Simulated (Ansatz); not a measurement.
Geometry optimisation, Ansatz 0.2.0, RKS CAM-B3LYP-D4/def2-SVP.

Input:

```yaml
crystal:
  periodic: [false, false, false]
  atoms:
    - { symbol: O, position_ang: [-0.64029, 0.12564, -0.6182] }
    - { symbol: Al, position_ang: [0.66332, -0.04509, 0.68662] }
    - { symbol: Cl, position_ang: [1.50676, -1.83985, 0.75164] }
    - { symbol: H, position_ang: [-0.93994, -0.54555, -1.25844] }
    - { symbol: H, position_ang: [-1.14263, 0.94678, -0.7758] }
    - { symbol: H, position_ang: [0.55278, 1.35808, 1.21418] }
total_charge: 1
basis:
  gaussian: { orbitals: def2-SVP }
hamiltonian:
  xc: cam_b3lyp
  dispersion: d4
relax:
  f_tol: 0.015
  max_steps: 40
```

Run as:

```bash
$ ansatz run input.yaml --threads 1 --pin off --max-ram 2048MiB --backend cpu --events-out ev --progress --plain --runs-dir out
```

Task: Where does it end, and by what steps?

Result: It converged. Limits of this set-up: the dipole of an ion depends on the origin. After 5 steps the energy has fallen by 0.120 eV; H6 moved furthest, 0.26 Å.

```csv
step,energy less start (eV),largest force component (eV/Å),accepted
0,0.0000,1.053,yes
1,-0.1087,0.145,yes
2,-0.1157,0.146,yes
3,-0.1181,0.113,yes
4,-0.1202,0.036,yes
5,-0.1203,0.010,yes
```

```xyz
6
Properties=species:S:1:pos:R:3
O -0.660 0.114 -0.650
Al 0.637 0.054 0.703
Cl 1.410 -1.830 0.652
H -0.878 -0.641 -1.231
H -1.217 0.880 -0.887
H 0.707 1.423 1.412
```

Whether the end is a true minimum wasn't checked by a vibrational analysis.

The run took 14 s on 1 CPU thread of a shared host.
